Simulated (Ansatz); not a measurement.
## How methods differ on BHSCl (SMILES S[B]Cl)

BHSCl has 4 atoms, charge 0, and is taken as a doublet. As SMILES, `S[B]Cl`. Geometry: relaxed at PBE0-D4/def2-TZVP.

```xyz
4

S     0.5664   -0.7891    0.5314
B    -0.2996    0.4757   -0.3458
Cl   -2.0141    0.6160   -0.4273
H     1.8029   -0.3629    0.2214
```

Each level gives the energy change with the S1–B2 bond stretched from 1.766 to 3.532 Å (eV). The values are calculated.

```csv
level,kind,program,value (eV),less FCI/STO-3G,CPU time (all runs)
U-revPBE/STO-3G,GGA,Ansatz,4.62,+0.85,9.3 s
U-r2SCAN/STO-3G,meta-GGA,Ansatz,4.88,+1.11,36 s
U-r2SCAN0/STO-3G,hybrid meta-GGA,Ansatz,4.77,+1.00,25 s
U-wB97X/STO-3G,range-separated hybrid,Ansatz,4.48,+0.71,46 s
UHSE06/STO-3G,range-separated hybrid,Ansatz,4.76,+0.99,10 s
UB2PLYP/STO-3G,double hybrid,Ansatz,4.31,+0.54,8.9 s
RPA@PBE/STO-3G,RPA,Ansatz,3.38,-0.39,11 s
UBCCD(T)/STO-3G,coupled cluster or CI,Ansatz,3.76,-0.01,1.9 s
FCI/STO-3G,exact in the basis,Ansatz,3.77,0.00,22 s
```

FCI/STO-3G is exact within its basis and frozen core, so for wave-function methods in that basis the difference is their error; functionals converge differently with the basis, so for them it is only a difference. The first shape isn't each level's own minimum. The values span 3.38 to 4.88 eV. Spin contamination of the reference (⟨S²⟩ at least 0.1 too high) touches U-r2SCAN/STO-3G, U-r2SCAN0/STO-3G, UBCCD(T)/STO-3G. All rows use very small basis sets, so even the best lies far from the true value. Times are those of the runs behind each value, whatever else they computed, on shared processors of several kinds: orders of magnitude only.
